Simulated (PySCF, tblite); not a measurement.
# BPH4: protonation, NMR shifts, part 2 of 2

tblite 0.8.0 and PySCF 2.14.0. Atoms count from 0. The steps go on from the part before.

## Step 14: NMR shifts (BPH5+): GIAO PBE0/pcSseg-1

The job: settings as JSON, then the geometry in Å.

```
{"job": {"kind": "nmr", "xc": "PBE0", "basis": "pcSseg-1", "pop": false}, "charge": 1, "multiplicity": 1}
B     -1.028388    -0.028580    -0.050125
P      0.904817     0.041408    -0.381078
H     -1.591735     1.026410     0.000189
H     -1.510866    -1.120440     0.038293
H      1.633222    -1.065526     0.105313
H      1.546002     1.203828     0.098850
H      1.106755     0.045733    -1.782389
```

With the program's defaults for keys left out, this is: GIAO PBE0/pcSseg-1 NMR shielding, non-relativistic, gas phase.

What it wrote:

```text
coarse grid: 5816 points
cycle   1  E = -368.6628090604  dE =  1.405e-01  |g| = 2.019e-01  |ddm| = 2.052e+00
cycle   2  E = -368.6729366525  dE = -1.013e-02  |g| = 1.423e-01  |ddm| = 4.934e-01
cycle   3  E = -368.6782599514  dE = -5.323e-03  |g| = 1.516e-02  |ddm| = 1.838e-01
cycle   4  E = -368.6783075836  dE = -4.763e-05  |g| = 2.214e-03  |ddm| = 1.592e-02
cycle   5  E = -368.6783092495  dE = -1.666e-06  |g| = 4.036e-04  |ddm| = 3.713e-03
final grid: 50000 points
cycle   6  E = -368.6899849603  dE = -1.292e-05  |g| = 2.953e-03  |ddm| = 1.364e-02
cycle   7  E = -368.6899859964  dE = -1.036e-06  |g| = 2.408e-03  |ddm| = 5.532e-03
cycle   8  E = -368.6899876600  dE = -1.664e-06  |g| = 8.348e-05  |ddm| = 2.616e-03
cycle   9  E = -368.6899876621  dE = -2.152e-09  |g| = 1.475e-05  |ddm| = 1.343e-04
cycle  10  E = -368.6899876622  dE = -7.361e-11  |g| = 3.623e-06  |ddm| = 2.185e-05
converged SCF energy = -368.6899876622

GIAO shielding tensors (ppm)
atom      isotropic    diamagn.    paramagn.     s11        s22        s33       span
  0 B        5.636     196.559    -190.923    -84.233    -33.059    134.200    218.432
  1 P      464.016     967.904    -503.888    434.123    465.343    492.583     58.460
  2 H       22.140      26.724      -4.584     15.424     25.230     25.765     10.341
  3 H       22.135      26.721      -4.586     15.434     25.218     25.753     10.318
  4 H       25.182      26.886      -1.704     21.313     22.399     31.834     10.522
  5 H       25.180      26.870      -1.691     21.298     22.420     31.821     10.523
  6 H       25.320      26.508      -1.189     21.303     22.887     31.768     10.465
```

Run time: 4.3 s. Hardware: 1 thread of Intel Xeon at 2.50GHz, shared host; peak memory 0.49 GiB.

Shifts follow as δ = σ(reference) − σ, with reference shieldings (ppm) from runs at the same level and on the same kind of geometry: ¹H TMS 31.27, ³¹P H3PO4 310.1, ¹¹B BF3·OEt2 100.7. The references are single molecules in the gas phase, so shifts against H2O, NH3, PH3, H3PO4 or CFCl3 are not on the usual liquid scales and can be off by tens of ppm. Atoms listed in one row are averaged.

| atoms | environment | σ (ppm) | δ (ppm) |
| --- | --- | --- | --- |
| H2, H3 | hydrogen on a boron bonded to P | 22.14 | 9.13 |
| H4, H5, H6 | hydrogen on a phosphorus bonded to B | 25.23 | 6.04 |
| B0 | boron bonded to P, 2 H | 5.6 | 95.1 |
| P1 | phosphorus bonded to B, 3 H | 464.0 | -153.9 |

## Step 15: Spectra of the species

The job: settings as JSON, then the geometry in Å.

```
{"job": {"kind": "pa", "geom": {"xc": "PBE0", "basis": "def2-SVP", "d3": "d3bj", "grid": 1}, "hess": 1, "level": {"xc": "M06-2X", "basis": "def2-TZVP", "grid": 3}, "spectra": true}, "charge": 0, "multiplicity": 1}
B     -0.893739    -0.029679    -0.024842
P      0.903041     0.016452    -0.485836
H     -1.522115     0.999722     0.003517
H     -1.451823    -1.095316     0.066108
H      1.521374    -1.036470     0.233350
H      1.448311     1.149281     0.168096
```

What it wrote:

```text
nmr BP +0: GIAO PBE0/pcSseg-1 NMR shielding, non-relativistic, gas phase
nmr B[PH3+] +1: GIAO PBE0/pcSseg-1 NMR shielding, non-relativistic, gas phase
```

Wall time 8.2 s (1 thread of Intel Xeon at 2.50GHz, shared host); peak memory 0.49 GiB.

This step only lists the spectra that were run on the species above.

## Step 16: Single point (BPH₄): PBE0-D3(BJ)/def2-TZVP

Geometry: PBE0-D3(BJ)/def2-SVP.

The job: settings as JSON, then the geometry in Å.

```
{"job": {"kind": "sp", "xc": "PBE0", "basis": "def2-TZVP", "d3": "d3bj", "grid": 2, "scf": {"diis_space": 4}}, "charge": 0, "multiplicity": 1}
B     -0.893739    -0.029679    -0.024842
P      0.903041     0.016452    -0.485836
H     -1.522115     0.999722     0.003517
H     -1.451823    -1.095316     0.066108
H      1.521374    -1.036470     0.233350
H      1.448311     1.149281     0.168096
```

What it wrote:

```text
final grid: 44624 points
cycle   1  E = -368.4159377618  dE = -1.214e-01  |g| = 1.547e-01  |ddm| = 1.589e+00
cycle   2  E = -368.4174066380  dE = -1.469e-03  |g| = 1.346e-01  |ddm| = 2.882e-01
cycle   3  E = -368.4240327945  dE = -6.626e-03  |g| = 3.072e-02  |ddm| = 1.538e-01
cycle   4  E = -368.4243448069  dE = -3.120e-04  |g| = 1.014e-02  |ddm| = 3.321e-02
cycle   5  E = -368.4243766181  dE = -3.181e-05  |g| = 2.034e-03  |ddm| = 1.137e-02
cycle   6  E = -368.4243775824  dE = -9.643e-07  |g| = 2.257e-04  |ddm| = 1.625e-03
cycle   7  E = -368.4243776027  dE = -2.021e-08  |g| = 7.903e-05  |ddm| = 3.455e-04
cycle   8  E = -368.4243776051  dE = -2.399e-09  |g| = 2.548e-05  |ddm| = 1.038e-04
converged SCF energy = -368.4243776051
```

Wall time 3 s (1 thread of Intel Xeon at 2.50GHz, shared host); peak memory 0.49 GiB.

## Step 17: Single point (BPH₅+): PBE0-D3(BJ)/def2-TZVP

Geometry: PBE0-D3(BJ)/def2-SVP.

The job: settings as JSON, then the geometry in Å.

```
{"job": {"kind": "sp", "xc": "PBE0", "basis": "def2-TZVP", "d3": "d3bj", "grid": 2, "scf": {"diis_space": 4}}, "charge": 1, "multiplicity": 1}
B     -1.028388    -0.028580    -0.050125
P      0.904817     0.041408    -0.381078
H     -1.591735     1.026410     0.000189
H     -1.510866    -1.120440     0.038293
H      1.633222    -1.065526     0.105313
H      1.546002     1.203828     0.098850
H      1.106755     0.045733    -1.782389
```

What it wrote:

```text
final grid: 50000 points
cycle   1  E = -368.7177692065  dE =  1.344e-01  |g| = 2.063e-01  |ddm| = 1.645e+00
cycle   2  E = -368.7281546021  dE = -1.039e-02  |g| = 1.417e-01  |ddm| = 3.376e-01
cycle   3  E = -368.7331249595  dE = -4.970e-03  |g| = 1.691e-02  |ddm| = 1.368e-01
cycle   4  E = -368.7331838884  dE = -5.893e-05  |g| = 2.624e-03  |ddm| = 1.425e-02
cycle   5  E = -368.7331861385  dE = -2.250e-06  |g| = 4.725e-04  |ddm| = 2.835e-03
cycle   6  E = -368.7331861996  dE = -6.114e-08  |g| = 1.534e-04  |ddm| = 4.422e-04
cycle   7  E = -368.7331862079  dE = -8.324e-09  |g| = 3.903e-05  |ddm| = 1.400e-04
converged SCF energy = -368.7331862079
```

Wall time 3.7 s (1 thread of Intel Xeon at 2.50GHz, shared host).

## Step 18: Protonation: PBE0-D3(BJ)/def2-TZVP

This step combines the energies above: geometries from PBE0-D3(BJ)/def2-SVP, zero-point and thermal terms from PBE0-D3(BJ)/def2-SVP.

The job: settings as JSON, then the geometry in Å.

```
{"job": {"kind": "pa", "geom": {"xc": "PBE0", "basis": "def2-SVP", "d3": "d3bj", "grid": 1}, "hess": 1, "level": {"xc": "PBE0", "basis": "def2-TZVP", "d3": "d3bj", "scf": {"diis_space": 4}}}, "charge": 0, "multiplicity": 1}
B     -0.893739    -0.029679    -0.024842
P      0.903041     0.016452    -0.485836
H     -1.522115     0.999722     0.003517
H     -1.451823    -1.095316     0.066108
H      1.521374    -1.036470     0.233350
H      1.448311     1.149281     0.168096
```

Output (the driver's rows laid out field by field):

```text
protonation site by site, PBE0-D3(BJ)/def2-TZVP // PBE0-D3(BJ)/def2-SVP

row 1
  formula                 BH5P
  charge                  1
  multiplicity            1
  smiles                  B[PH3+]
  kept                    yes
  pieces                  1
  point_group             Cs
  atom                    1
  element                 P
  electronic              810.78
  enthalpy                790.12
  free_energy             762.2
  share_gas               1.0
```

It took 7 s on 1 thread of Intel Xeon at 2.50GHz, shared host.

Energy given off on adding a proton (kJ/mol, gas phase, 298 K for the thermal columns):

| site | product | electronic | enthalpy | free energy |
| --- | --- | --- | --- | --- |
| P1 | B[PH3+] | 810.8 | 790.1 | 762.2 |

## Step 19: Single point (BPH4): PBE-D3(BJ)/def2-TZVP

Geometry: PBE0-D3(BJ)/def2-SVP.

The job: settings as JSON, then the geometry in Å.

```
{"job": {"kind": "sp", "xc": "PBE", "basis": "def2-TZVP", "d3": "d3bj", "grid": 2}, "charge": 0, "multiplicity": 1}
B     -0.893739    -0.029679    -0.024842
P      0.903041     0.016452    -0.485836
H     -1.522115     0.999722     0.003517
H     -1.451823    -1.095316     0.066108
H      1.521374    -1.036470     0.233350
H      1.448311     1.149281     0.168096
```

What it wrote:

```text
coarse grid: 5192 points
cycle   1  E = -368.3632626559  dE = -1.101e-01  |g| = 2.543e-01  |ddm| = 1.640e+00
cycle   2  E = -368.3301673829  dE =  3.310e-02  |g| = 3.661e-01  |ddm| = 6.479e-01
cycle   3  E = -368.3835145514  dE = -5.335e-02  |g| = 7.862e-02  |ddm| = 4.616e-01
cycle   4  E = -368.3858301224  dE = -2.316e-03  |g| = 3.065e-02  |ddm| = 1.050e-01
cycle   5  E = -368.3861101535  dE = -2.800e-04  |g| = 4.289e-03  |ddm| = 3.237e-02
cycle   6  E = -368.3861149013  dE = -4.748e-06  |g| = 1.342e-03  |ddm| = 4.428e-03
final grid: 44624 points
cycle   7  E = -368.3841367674  dE = -1.787e-05  |g| = 5.895e-03  |ddm| = 2.285e-02
cycle   8  E = -368.3841185044  dE =  1.826e-05  |g| = 8.810e-03  |ddm| = 1.168e-02
cycle   9  E = -368.3841424726  dE = -2.397e-05  |g| = 2.236e-03  |ddm| = 9.817e-03
cycle  10  E = -368.3841447556  dE = -2.283e-06  |g| = 1.730e-04  |ddm| = 2.421e-03
cycle  11  E = -368.3841447669  dE = -1.130e-08  |g| = 3.560e-05  |ddm| = 1.837e-04
cycle  12  E = -368.3841447673  dE = -4.395e-10  |g| = 1.287e-05  |ddm| = 4.208e-05
converged SCF energy = -368.3841447673
```

It took 6.8 s on 1 thread of Intel Xeon at 2.50GHz, shared host.

## Step 20: Single point (BPH₅+): PBE-D3(BJ)/def2-TZVP

Geometry: PBE0-D3(BJ)/def2-SVP.

The job: settings as JSON, then the geometry in Å.

```
{"job": {"kind": "sp", "xc": "PBE", "basis": "def2-TZVP", "d3": "d3bj", "grid": 2}, "charge": 1, "multiplicity": 1}
B     -1.028388    -0.028580    -0.050125
P      0.904817     0.041408    -0.381078
H     -1.591735     1.026410     0.000189
H     -1.510866    -1.120440     0.038293
H      1.633222    -1.065526     0.105313
H      1.546002     1.203828     0.098850
H      1.106755     0.045733    -1.782389
```

What it wrote:

```text
coarse grid: 5816 points
cycle   1  E = -368.6791430777  dE =  1.295e-01  |g| = 1.990e-01  |ddm| = 1.690e+00
cycle   2  E = -368.6786770077  dE =  4.661e-04  |g| = 1.993e-01  |ddm| = 3.685e-01
cycle   3  E = -368.6895268914  dE = -1.085e-02  |g| = 2.212e-02  |ddm| = 2.020e-01
cycle   4  E = -368.6896643481  dE = -1.375e-04  |g| = 4.679e-03  |ddm| = 2.388e-02
cycle   5  E = -368.6896709203  dE = -6.572e-06  |g| = 1.422e-03  |ddm| = 4.596e-03
final grid: 50000 points
cycle   6  E = -368.6881040737  dE = -1.972e-05  |g| = 6.189e-03  |ddm| = 2.267e-02
cycle   7  E = -368.6881000830  dE =  3.991e-06  |g| = 6.810e-03  |ddm| = 1.046e-02
cycle   8  E = -368.6881136547  dE = -1.357e-05  |g| = 5.093e-04  |ddm| = 6.120e-03
cycle   9  E = -368.6881137691  dE = -1.144e-07  |g| = 5.834e-05  |ddm| = 5.112e-04
cycle  10  E = -368.6881137700  dE = -8.925e-10  |g| = 2.780e-05  |ddm| = 6.727e-05
converged SCF energy = -368.6881137700
```

Run time: 6.7 s. Hardware: 1 thread of Intel Xeon at 2.50GHz, shared host.

## Step 21: Protonation: PBE-D3(BJ)/def2-TZVP

This step combines the energies above: geometries from PBE0-D3(BJ)/def2-SVP, zero-point and thermal terms from PBE0-D3(BJ)/def2-SVP.

The job: settings as JSON, then the geometry in Å.

```
{"job": {"kind": "pa", "geom": {"xc": "PBE0", "basis": "def2-SVP", "d3": "d3bj", "grid": 1}, "hess": 1, "level": {"xc": "PBE", "basis": "def2-TZVP", "d3": "d3bj"}}, "charge": 0, "multiplicity": 1}
B     -0.893739    -0.029679    -0.024842
P      0.903041     0.016452    -0.485836
H     -1.522115     0.999722     0.003517
H     -1.451823    -1.095316     0.066108
H      1.521374    -1.036470     0.233350
H      1.448311     1.149281     0.168096
```

Output (the driver's rows laid out field by field):

```text
protonation site by site, PBE-D3(BJ)/def2-TZVP // PBE0-D3(BJ)/def2-SVP

row 1
  formula                 BH5P
  charge                  1
  multiplicity            1
  smiles                  B[PH3+]
  kept                    yes
  pieces                  1
  point_group             Cs
  atom                    1
  element                 P
  electronic              798.07
  enthalpy                777.41
  free_energy             749.49
  share_gas               1.0
```

Run time: 14 s. Hardware: 1 thread of Intel Xeon at 2.50GHz, shared host.

Energy given off on adding a proton (kJ/mol, gas phase, 298 K for the thermal columns):

| site | product | electronic | enthalpy | free energy |
| --- | --- | --- | --- | --- |
| P1 | B[PH3+] | 798.1 | 777.4 | 749.5 |

## Step 22: Single point (BPH4): LC-wPBE/def2-TZVPD

Geometry: PBE0-D3(BJ)/def2-SVP.

The job: settings as JSON, then the geometry in Å.

```
{"job": {"kind": "sp", "xc": "LC-wPBE", "basis": "def2-TZVPD", "grid": 3}, "charge": 0, "multiplicity": 1}
B     -0.893739    -0.029679    -0.024842
P      0.903041     0.016452    -0.485836
H     -1.522115     0.999722     0.003517
H     -1.451823    -1.095316     0.066108
H      1.521374    -1.036470     0.233350
H      1.448311     1.149281     0.168096
```

What it wrote:

```text
coarse grid: 5192 points
cycle   1  E = -368.4536047241  dE = -1.270e-01  |g| = 1.735e-01  |ddm| = 1.591e+00
cycle   2  E = -368.4659502760  dE = -1.235e-02  |g| = 4.992e-02  |ddm| = 2.050e-01
cycle   3  E = -368.4669832305  dE = -1.033e-03  |g| = 1.602e-02  |ddm| = 6.638e-02
cycle   4  E = -368.4671425842  dE = -1.594e-04  |g| = 4.689e-03  |ddm| = 2.540e-02
cycle   5  E = -368.4671557749  dE = -1.319e-05  |g| = 1.873e-03  |ddm| = 7.635e-03
cycle   6  E = -368.4671581406  dE = -2.366e-06  |g| = 4.861e-04  |ddm| = 2.756e-03
final grid: 72464 points
cycle   7  E = -368.4675330220  dE = -2.561e-05  |g| = 7.192e-03  |ddm| = 2.310e-02
cycle   8  E = -368.4675355666  dE = -2.545e-06  |g| = 3.465e-03  |ddm| = 4.359e-03
cycle   9  E = -368.4675366237  dE = -1.057e-06  |g| = 1.593e-04  |ddm| = 2.115e-03
cycle  10  E = -368.4675366336  dE = -9.963e-09  |g| = 5.508e-05  |ddm| = 1.955e-04
converged SCF energy = -368.4675366336
```

Run time: 10 s. Hardware: 1 thread of Intel Xeon at 2.50GHz, shared host; peak memory 0.49 GiB.

## Step 23: Single point (BPH₅+): LC-wPBE/def2-TZVPD

Geometry: PBE0-D3(BJ)/def2-SVP.

The job: settings as JSON, then the geometry in Å.

```
{"job": {"kind": "sp", "xc": "LC-wPBE", "basis": "def2-TZVPD", "grid": 3}, "charge": 1, "multiplicity": 1}
B     -1.028388    -0.028580    -0.050125
P      0.904817     0.041408    -0.381078
H     -1.591735     1.026410     0.000189
H     -1.510866    -1.120440     0.038293
H      1.633222    -1.065526     0.105313
H      1.546002     1.203828     0.098850
H      1.106755     0.045733    -1.782389
```

What it wrote:

```text
coarse grid: 5816 points
cycle   1  E = -368.7346116731  dE =  1.582e-01  |g| = 3.247e-01  |ddm| = 1.698e+00
cycle   2  E = -368.7760306835  dE = -4.142e-02  |g| = 1.393e-01  |ddm| = 4.279e-01
cycle   3  E = -368.7800721074  dE = -4.041e-03  |g| = 3.186e-02  |ddm| = 1.632e-01
cycle   4  E = -368.7804383458  dE = -3.662e-04  |g| = 7.215e-03  |ddm| = 3.982e-02
cycle   5  E = -368.7804738874  dE = -3.554e-05  |g| = 1.690e-03  |ddm| = 1.308e-02
cycle   6  E = -368.7804765321  dE = -2.645e-06  |g| = 4.007e-04  |ddm| = 4.803e-03
final grid: 82272 points
cycle   7  E = -368.7811998300  dE = -2.778e-05  |g| = 7.155e-03  |ddm| = 2.452e-02
cycle   8  E = -368.7812025165  dE = -2.687e-06  |g| = 3.322e-03  |ddm| = 4.362e-03
cycle   9  E = -368.7812032886  dE = -7.721e-07  |g| = 9.479e-05  |ddm| = 1.963e-03
cycle  10  E = -368.7812032945  dE = -5.889e-09  |g| = 3.354e-05  |ddm| = 1.771e-04
converged SCF energy = -368.7812032945
```

Wall time 13 s (1 thread of Intel Xeon at 2.50GHz, shared host); peak memory 0.5 GiB.

## Step 24: Protonation: LC-wPBE/def2-TZVPD

This step combines the energies above: geometries from PBE0-D3(BJ)/def2-SVP, zero-point and thermal terms from PBE0-D3(BJ)/def2-SVP.

The job: settings as JSON, then the geometry in Å.

```
{"job": {"kind": "pa", "geom": {"xc": "PBE0", "basis": "def2-SVP", "d3": "d3bj", "grid": 1}, "hess": 1, "level": {"xc": "LC-wPBE", "basis": "def2-TZVPD", "grid": 3}}, "charge": 0, "multiplicity": 1}
B     -0.893739    -0.029679    -0.024842
P      0.903041     0.016452    -0.485836
H     -1.522115     0.999722     0.003517
H     -1.451823    -1.095316     0.066108
H      1.521374    -1.036470     0.233350
H      1.448311     1.149281     0.168096
```

Output (the driver's rows laid out field by field):

```text
protonation site by site, LC-wPBE/def2-TZVPD // PBE0-D3(BJ)/def2-SVP

row 1
  formula                 BH5P
  charge                  1
  multiplicity            1
  smiles                  B[PH3+]
  kept                    yes
  pieces                  1
  point_group             Cs
  atom                    1
  element                 P
  electronic              823.53
  enthalpy                802.88
  free_energy             774.95
  share_gas               1.0
```

Run time: 24 s. Hardware: 1 thread of Intel Xeon at 2.50GHz, shared host; peak memory 0.5 GiB.

Energy given off on adding a proton (kJ/mol, gas phase, 298 K for the thermal columns):

| site | product | electronic | enthalpy | free energy |
| --- | --- | --- | --- | --- |
| P1 | B[PH3+] | 823.5 | 802.9 | 775.0 |

## Step 25: Results

What follows sums up all 2 parts.

| quantity | value |
| --- | --- |
| strongest single infrared mode (GFN2-xTB) | 2432 cm⁻¹, 123 km/mol |
| zero-point energy (GFN2-xTB) | 23.2 kcal/mol |
| point group | Cs |
| rotational constants (main isotopes) | 86.75, 13.14, 12.07 GHz |
| proton affinity (−ΔH), P1 (M06-2X/def2-TZVP) | 787.8 kJ/mol |
| ¹H shifts against TMS (PBE0/pcSseg-1, means over atoms taken as alike) | 8.45, 3.92 ppm |
| ¹¹B shifts against BF3·OEt2 (PBE0/pcSseg-1) | 87.2 ppm |
| ³¹P shifts against H3PO4 (PBE0/pcSseg-1) | -145.4 ppm |
| proton affinity (−ΔH), P1 (PBE0-D3(BJ)/def2-TZVP) | 790.1 kJ/mol |
| proton affinity (−ΔH), P1 (PBE-D3(BJ)/def2-TZVP) | 777.4 kJ/mol |
| proton affinity (−ΔH), P1 (LC-wPBE/def2-TZVPD) | 802.9 kJ/mol |

What this shows: All 12 modes are real, so the xTB geometry is a minimum. The strongest single mode, at 2432 cm⁻¹, moves mainly H5 and H4. GFN2-xTB is a fitted tight-binding method: band positions and strengths are rough. Its intensities can rank the bands wrongly. The optimisation took 4 steps and gained 0.095 eV; among the close pairs (by a distance rule), P1–H5 changed most, from 1.378 to 1.417 Å (PBE0/def2-SVP). The proton affinity (−ΔH) at P1 is 787.8 kJ/mol at M06-2X/def2-TZVP; zero-point and thermal terms move it by -20.6 kJ/mol from the electronic value.
